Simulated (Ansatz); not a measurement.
Cartesian coordinates in Å:
```
C -0.390 -0.204 -1.620
O 0.454 0.256 -0.586
C 0.053 -0.106 0.665
N 1.034 0.299 1.579
F -1.200 0.498 0.924
H -0.499 -1.294 -1.580
H -1.378 0.258 -1.562
H 0.087 0.072 -2.559
H -0.152 -1.182 0.750
H 0.744 0.121 2.530
H 1.247 1.281 1.460
```

The species carries charge 0 and has multiplicity 1.

Problem. List the B3LYP/def2-TZVPP orbital energies in eV (Ansatz 0.2.0). (Estimate.)

Solution. Ansatz gave: Occupied: -670.93, -521.17, -389.56, -280.87, -278.18, -32.49, -29.08, -24.74, -19.69, -17.43, -15.09, -14.44, -14.10, -12.86, -12.14, -11.73, -10.87, -10.25, -9.30, -8.22, -7.61. Lowest empty: 1.01, 1.32, 2.01, 2.51, 2.75, 3.11, 3.24, 4.10.

B3LYP here is the variant with VWN-RPA as its local correlation; programs differ in this.
